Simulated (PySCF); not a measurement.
NO, SMILES [N]=O, multiplicity 2. Atoms are numbered in the order given.

```xyz
2

N      0.0000     0.0000    -0.6107
O      0.0000     0.0000     0.5343
```
Charge 0, spin multiplicity 2.

The structure is a stationary point at B3LYP-D3(BJ)/def2-TZVPD.

Calculation: SMD-B3LYP/def2-SVP run with PySCF.

Solvation free energies are E(SMD) − E(gas) at the gas-phase geometry, for 1 M in both phases. In vacuum the dipole moment is 0.12 D.

Problem. Estimate the solvation free energies in water, benzene, ethylethanoate. (Estimate from the structure and the level; the computed values follow.)

Solution. 
```tsv
solvent	ΔG(solv) (kcal/mol)	its non-electrostatic (CDS) part	dipole (D)
water	1.6	2.3	0.15
benzene	1.3	1.4	0.13
ethylethanoate	1.2	1.5	0.14
```
